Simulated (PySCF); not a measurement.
Gas-phase reaction: CH3C(CH3)2CH3 + 3 NH3 → 3 CH3NH2 + 2 CH3

Method: PySCF energies (xtb for GFN2) plus ideal-gas RRHO corrections (1 bar). † marks an energy on the PBE0/def2-TZVP geometry and frequencies; other levels use their own. MP2 freezes the core. Open shells (unrestricted): CH3 (multiplicity 2); the rest are closed-shell singlets. GFN2 has no spin-polarisation term. B3LYP is the form with VWN-RPA correlation. MP2 isn't extrapolated to the basis-set limit.

```csv
level,"ΔH°(298 K), kJ"
B3LYP/def2-TZVP†,464
GFN2-xTB,?
MP2/def2-SVP†,?
PBE0/def2-SVP†,?
PBE0/def2-TZVP,494
r2SCAN/def2-TZVP†,481
ωB97M-V/def2-TZVP†,524
```

### Question
Fill in the missing entries.

### Answer

- GFN2-xTB, ΔH°(298 K), kJ: 566
- MP2/def2-SVP†, ΔH°(298 K), kJ: 532
- PBE0/def2-SVP†, ΔH°(298 K), kJ: 488
